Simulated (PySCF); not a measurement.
**PH⁺: one state, many levels of theory**

State: ²Π (doublet), unpaired electrons π ↑. Set-up: P cc-pV(D+d)Z, H cc-pVDZ; no relativity (PySCF 2.14). De refers to P⁺ + H in their high-spin ground configurations, without counterpoise correction. The functionals are run spin-unrestricted. A positive dipole points towards H; it is taken about the centre of mass and depends on that origin.

```csv
Level,Re (Å),ωe (cm⁻¹),De (eV),μ (D)
UHF,1.418,2552,2.44,1.02
UHF-MP2,1.427,2477,3.02,n/a
UHF-SCS-MP2,1.428,2467,3.11,n/a
UHF-CCSD,1.434,2413,3.15,n/a
UHF-CCSD(T),1.436,2400,3.18,n/a
PBE,1.457,2293,3.46,0.95
BP86,1.456,2288,3.62,0.95
r²SCAN,1.441,2373,3.43,0.99
B3LYP,1.443,2355,3.51,0.93
PBE0,1.442,2390,3.42,0.98
B97-3,1.440,2390,3.52,0.98
LC-ωPBE,1.432,2474,3.37,1.03
```

**Question.** Which functional lies closest to UHF-CCSD(T) in De, which farthest, and by how much do they differ from it?

**Answer.** Closest is LC-ωPBE (-0.4 pm in Re, +3.1 % in ωe, +0.19 eV in De against UHF-CCSD(T) in the same basis), farthest BP86 (+2.0 pm in Re, -4.7 % in ωe, +0.44 eV in De). CCSD(T) converges more slowly with the basis than the functionals do and binds too weakly in this one, so the order can change at the basis-set limit.

**Question.** What does the step from GGA to meta-GGA do here, going from PBE to r²SCAN?

**Answer.** r²SCAN less PBE: -1.6 pm in Re, +3.5 % in ωe, -0.03 eV in De. 

**Question.** What does second-order correlation do here, going from UHF to UHF-MP2?

**Answer.** UHF-MP2 less UHF: +0.9 pm in Re, -2.9 % in ωe, +0.58 eV in De. Correlation nearly always deepens the well. The bond lengthens, as in strong covalent bonds, where excitations into antibonding orbitals dominate.

Correlated steps freeze 5 core orbitals. Correlated levels converge slowly with the basis: in double zeta they bind strong bonds too weakly, by up to about 1 eV, and carry superposition errors of some tenths. For an ion De counts to the pair picked by the measured ionisation energies or electron affinities, which need not be the lowest pair at this level. The state was picked by a PBE0 search and need not be the measured ground state.
